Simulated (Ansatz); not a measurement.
```yaml
crystal:
  periodic: [false, false, false]
  atoms:
    - {symbol: Ru, position_ang: [0.000000, 0.000000, 0.000000]}
    - {symbol: H, position_ang: [0.000000, 0.000000, 1.760000]}
basis:
  gaussian: {orbitals: def2-TZVP}
magnetization: {spin_polarized: true, initial_magnetization: 5}
hamiltonian: {xc: pbe0}
relax: {f_tol: 0.004, max_steps: 80}
```

```sh
$ ansatz run in.yaml --threads 1 --pin off --events-out ev --progress --plain --max-ram 2176MiB
```

Steps of the relaxation (energy above the last step; positions in Å, forces in eV/Å):

```
2
step 1, 0.2 meV
Ru    0.000    0.000    0.000    0.000    0.000    0.063
H     0.000    0.000    1.760    0.000    0.000   -0.063
```

```
2
step 2, 0.0 meV
Ru    0.000    0.000    0.005    0.000    0.000   -0.021
H     0.000    0.000    1.755    0.000    0.000    0.021
```

```
2
step 3, 0.0 meV
Ru    0.000    0.000    0.003    0.000    0.000    0.000
H     0.000    0.000    1.757    0.000    0.000    0.000
```

Close pairs at the end: Ru1–H2 1.753 Å.

A stationary point of unrestricted PBE0 after 3 steps, with ⟨S²⟩ = 8.752 against 8.75 for a pure state. 21 s on 1 thread of Arm Neoverse N1, shared host.
